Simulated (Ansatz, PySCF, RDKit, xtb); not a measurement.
# Which structure has the formula [C3H4]+?

Only the formula [C3H4]+ is given (charge +1, odd number of electrons). Aim: find the structure of lowest free energy at 298.15 K, then its properties.

Plan: many cheap relaxations first (GFN2-xTB), then density-functional screening, relaxation at B3LYP-D3(BJ)/def2-SVP, vibrations and a final energy. The numbers are computed, not measured.

6 further runs of the same task are left out: 6 set aside as unsound or not needed.

## Step 1: Possible bonding patterns

A program enumerates the bonding patterns with one Lewis structure each (two rings at most, one unusual centre or charged pair), with their diastereomers. O–O, O–halogen and N–halogen bonds and N–N–N chains are not drawn. That gives 4 candidates.

```tsv
label	SMILES	spin
c498	[CH+]=[C]C	doublet
c531	[CH]1[CH+]C1	doublet
c646	C=[C][CH2+]	doublet
c938	[CH]=C[CH2+]	doublet
```

Candidates are built by distance geometry, with a force field where one applies, in up to four conformers (letters a to d). 9 starts with atoms placed at random are added, to find patterns that the rules miss.

Q: Predict the outcome of this search (final energies at CCSD(T)/def2-TZVP).

| quantity | value |
| --- | --- |
| lowest structure found | C=[C][CH2+], doublet, D2 |
| next finalist | [CH+]=[C]C, doublet, 12.8 kcal/mol higher in G |
| share at equilibrium, among the finalists | 100.0 % |
| harmonic wavenumbers, lowest and highest (B3LYP-D3(BJ)/def2-SVP) | 316 and 3163 cm⁻¹ |
| rotational constants, same geometry | 4.672, 0.2963, 0.2845 cm⁻¹ |
| HOMO energy (highest over α and β) (PBE0/def2-TZVPD) | -14.53 eV |
| LUMO energy (lowest over α and β) (PBE0/def2-TZVPD) | -11.10 eV |
| lowest excitation (TD-PBE0/def2-SVPD) | 2.39 eV (f = 0.007) |
| vertical ionisation energy (to the singlet ion of charge +2) | 17.04 eV |
| vertical recombination energy (electron added) | 8.83 eV |
| vertical quartet less doublet | +3.90 eV |

The search ends on `C=[C][CH2+]`. The margin of 12.8 kcal/mol over the next finalist is beyond the usual error of the last level; it says nothing of structures that weren't ranked. GFN2-xTB, HF/STO-3G, r2SCAN-D4/def2-SVP, B3LYP-D3(BJ)/def2-SVP, HF/def2-TZVP and MP2/def2-TZVP already put its bonding pattern lowest among the structures in one piece. The stability test raises a flag; for an open shell a flag towards a general spinor solution can be the free rotation of the spin. Lowest found is not proven lowest: the search is finite, and each finalist counts with one conformer. Patterns outside the rules of the enumeration were met only by chance.
